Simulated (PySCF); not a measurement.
## Working out the ionisation energy of B

B [He] 2s2 2p1 (2P) → B⁺ [He] 2s2 (1S). Computed with PySCF 2.14 in x2c-TZVPPall, with scalar relativity by spin-free X2C-1e. Frozen: nothing. Energies in hartree (1 hartree = 27.21139 eV):

```
             part   B (lower)  B⁺ (upper)
              UHF  -24.539064  -24.243658
MP2 opposite-spin   -0.054831   -0.049801
    MP2 same-spin   -0.003628   -0.000262
```

Question: What does Hartree-Fock give?

Answer: (-24.243658) − (-24.539064) = 0.295406 hartree = 8.038 eV.

Question: What do MP2 and SCS-MP2 (6/5 opposite-spin, 1/3 same-spin) give?

Answer: The opposite-spin parts differ by 0.137 eV and the same-spin parts by 0.092 eV. MP2: 8.038 + (0.137) + (0.092) = 8.267 eV. SCS-MP2: 8.038 + 1.2 × (0.137) + (0.092)/3 = 8.233 eV.

Measured between the centres of the two terms (NIST): 8.297 eV, so MP2 (valence and next inner shell) is off by -0.030 eV.

What remains against the reference includes basis incompleteness and correlation beyond second order.
